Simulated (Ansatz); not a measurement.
## Ansatz (development build ahead of 0.2.0) run

```yaml
crystal:
  periodic: [false, false, false]
  atoms:
    - { symbol: "N", position_ang: [0.0, 0.0, 0.0] }
    - { symbol: H, position_ang: [0.0, 0.0, 2.244] }
basis:
  gaussian: { orbitals: pcseg-2 }
magnetization:
  spin_polarized: true
hamiltonian:
  xc: hf
```

The input is written out in the form of the current development build from the run's settings.

The run gave:

```
Converged                       : yes
Total energy                    : -54.84209 hartree
Spin squared of the determinant : 1.947
Stability test                  : minimum
```

Caution: another spin multiplicity may lie lower; the unrestricted determinant is a mixture of spin states.
